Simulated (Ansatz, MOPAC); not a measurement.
Diamond-structure Si, band gap

Reference value: 1.23 eV (measured, zero-point renormalisation of 0.06 eV added back here (the table's ZPR column); inputs from Chen et al. (2018), doi:10.1103/physrevmaterials.2.073803).

Task: What do MNDO semi-empirical Hartree-Fock (MOPAC), PBE, r²SCAN-D4, HSE06, Hartree–Fock give, and how far is each from the reference?

Result: 
```csv
level (code),value (eV),cell (Å³/atom),error (eV)
MNDO semi-empirical Hartree-Fock (MOPAC),11.10,14.17,+9.87
PBE (Ansatz),0.57 (indirect),20.01,-0.66
r²SCAN-D4 (Ansatz),0.76 (indirect),20.00,-0.47
HSE06 (Ansatz),1.12 (indirect),20.01,-0.11
Hartree–Fock (Ansatz),6.34 (indirect),20.01,+5.11
```

Leaving aside MNDO semi-empirical Hartree-Fock (MOPAC) (doubt noted below): Of the ranked levels HSE06 (-0.11 eV) comes nearest. Among them Hartree–Fock (+5.11 eV) misses by most. Of the ranked levels only HSE06 lands within 0.3 eV.

Semilocal Kohn–Sham gaps run low as a rule, and all computed gaps are for a static lattice, while measured ones hold electron–phonon shifts unless said otherwise.  MNDO semi-empirical Hartree-Fock (MOPAC): the gap is read on the k mesh or supercell of the run alone and can be too large. MNDO semi-empirical Hartree-Fock (MOPAC): the cell moved over 20 % in volume from its start. MNDO semi-empirical Hartree-Fock (MOPAC): the method was fitted mainly to molecules. MNDO semi-empirical Hartree-Fock (MOPAC): gaps of these semi-empirical methods are Hartree–Fock-like level differences, and their formation enthalpies are fitted 298 K values. Values are at the measured cell; MNDO semi-empirical Hartree-Fock (MOPAC) at the level's own relaxed cell; r²SCAN-D4 at the level's own relaxed cell. Cutoffs and k meshes differ between the levels. Ansatz's density-functional and Hartree–Fock values are scalar-relativistic unless marked +SOC, with PAW data made under PBE.

Differences are worked out from the printed values.

Ansatz is a first-principles code.
